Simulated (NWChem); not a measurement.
A series in which one site is exchanged, each optimised at PBE0/def2-SVP with NWChem, gas phase unless a solvent is named. For some, no frequency run checked for a minimum. def2 effective core potentials on Sn; no spin-orbit coupling.

A: CSC (C$_{2}$H$_{6}$S; site = C)
B: C[S][SnH3] (CH$_{6}$SSn; site = Sn)
C: CS[SiH3] (CH₆SSi; site = Si)
D: C[S][GeH3] (CH₆GeS; site = Ge)

Rank them by static polarisability, PBE/def2-SVPD (bohr³), lowest first.

A (50.3), C (66.0), D (70.2), B (81.3)
